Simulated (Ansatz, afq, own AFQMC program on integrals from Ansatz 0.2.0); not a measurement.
Where AFQMC and coupled cluster stand for BO, quartet

```yaml
atoms:
  - { symbol: B, position_ang: [0.0000, 0.0000, 0.0000] }
  - { symbol: O, position_ang: [0.0000, 0.0000, 1.8900] }
```

Basis 6-31G. Only valence electrons are correlated. Integrals, coupled cluster, full CI and functionals: Ansatz 0.2.0; the random walks run on the same integrals in our own AFQMC program. ph-AFQMC/CISD is guided by a CISD state made of CCSD amplitudes; releasing the constraint for a short imaginary time cuts its bias at the price of noise, slowly where states lie close. Uncertainties: one standard error, sampling alone.

Determinant: UHF, the one that the program's search chose, which needn't be the lowest solution. The geometry is a point of a scan.

Full CI on the same integrals is exact in this basis and with this determinant's frozen core.

Cautions: lower spins were not checked; strong correlation (T1 0.051, weight of the determinant 0.86, largest double 0.11); unrestricted determinant spin contaminated (⟨S²⟩ 3.87 against 3.75); the CCSDT(Q) amplitudes may be one of several solutions (largest double 0.70); the CCSDTQ amplitudes may be one of several solutions (largest double 0.84); the released energies have errors that jump between times, so the bars are unsure, so no released level is given (meV from the phaseless value at times in 1/Eh: -54 ± 45 at 0.24, -15.3 ± 2.1 at 0.51, 5 ± 18 at 0.99, -14 ± 18 at 1.62, -38 ± 4 at 2.40); the determinant fills πx and πy unequally, so it mixes two states of the linear molecule, and each level undoes that mixture to a different degree, while full CI gives the lower state.

* T1 diagnostic: 0.0508
* weight of the determinant in the CISD state: 0.863
* ⟨S²⟩ of the determinant: 3.871
* size of the correlated space: 9 electrons in 16 orbitals

```csv
level,correlation energy (eV)
MP2,-2.5028
CCSD,-3.3634
CCSD(T),-3.4472
```

**Question.** Estimate where phaseless AFQMC with a CISD trial lies against CCSD(T) on the same integrals.

**Answer.** 2.3 ± 0.2 kJ/mol below CCSD(T).

Reference: full CI, correlation energy -3.662 eV. The cautions show a poor starting determinant, so the rows tell how each method copes with it here, and full CI is the sure value.

| level | E − E(reference) (kJ/mol) | share of correlation (%) |
| --- | --- | --- |
| CCSD(T) | 20.8 | 94.13 |
| CCSDT | 4.5 | 98.73 |
| CCSDT(Q) | -0.9 | 100.25 |
| CCSDTQ | 0.4 | 99.90 |
| ph-AFQMC/CISD | 18.4 ± 0.2 | 94.78 |

CCSDT and higher add their correlation energy to the determinant of the CCSD(T) run, since their own runs factorise the integrals more tightly (a shift of under 2 meV).
